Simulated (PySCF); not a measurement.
Bonds broken one at a time in the series vinyl-X. Isolated molecules, 0 K electronic values unless said otherwise. One relaxed conformer stands for each flexible species; it need not be the lowest. Strings in code marks are SMILES.

All values below come from PySCF 2.14.0 with CAM-B3LYP-D3(BJ)/def2-TZVP. 

A: radical fragment (`[SiH3]`)
B: radical fragment (`C[N]C`)
C: whole molecule (`C(=C)I`)

Task: Which member has the highest dipole moment?

Result: B (1.78 D); next is C (1.31 D).
